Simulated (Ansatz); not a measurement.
Basis sets compared for S₃⁻ (the lowest doublet isomer of a short search). Total charge -1; doublet. Geometry r2SCAN-D4/def2-TZVPD. Ansatz on 4 threads of Arm Neoverse V1 on a shared host; times are rough, and most runs start from earlier orbitals.

```xyz
3

S    -1.548   -0.608   -0.468
S     1.464    0.068    0.916
S     0.084    0.540   -0.447
```

At PBE-D4/def2-SVPD, PBE-D4/def2-TZVPD the highest occupied level of the charge -1 doublet lies above zero (up to 0.35 eV). By energy differences its removal costs 2.45 eV (vertical, to the charge 0 singlet, at PBE-D4/def2-TZVPD); a positive level beside a positive removal energy at the same level points to self-interaction error. The structure comes from a short search, and lower isomers may exist.

| level | functions | energy (Eh) | HOMO (eV) | LUMO (eV) | wall time |
| --- | --- | --- | --- | --- | --- |
| PBE-D4/def2-SVPD | 81 | -1193.7927 | 0.29 | 0.94 | 0.75 s |
| PBE0-D4/def2-SVPD | 81 | -1193.8764 | -0.87 | 1.60 | 1.1 s |

**Question.** Estimate the rows for PBE-D4/def2-TZVPD (with forces), PBE0-D4/def2-TZVPD.

**Answer.** 
| level | functions | energy (Eh) | HOMO (eV) | LUMO (eV) | wall time |
| --- | --- | --- | --- | --- | --- |
| PBE-D4/def2-TZVPD (with forces) | 138 | -1194.2032 | 0.35 | 1.03 | 1.4 s |
| PBE0-D4/def2-TZVPD | 138 | -1194.2845 | -0.80 | 1.72 | 2 s |
